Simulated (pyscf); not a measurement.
Single points on ωB97X-D3(BJ)/def2-SVP structures (PySCF, gas phase).

Question: Estimate the classical barrier height and the reaction energy of •H₂C–SiH₂–Cl (SMILES [CH2][SiH2]Cl) + CH₄ (SMILES C) → H₃C–SiH₂–Cl (SMILES C[SiH2]Cl) + CH₃• (SMILES [CH3]) at ωB97M-D3(BJ)/def2-TZVP. The step runs on the doublet surface, breaks C–H and forms C–H; take the separated reactants as zero.

Answer: ΔE‡ = 0.76 eV, ΔE = +0.16 eV. Zero-point energy shifts the barrier by -0.06 eV. It is a hydrogen abstraction, with an imaginary mode of 1798i cm⁻¹. •H₂C–SiH₂–Cl lies 0.48 eV over its isomer H₃C–SiH•–Cl (electronic energy, ωB97M-D3(BJ)/def2-TZVP). One saddle was located; it need not be the lowest between these sides. The angle at the transferred H is 178°.
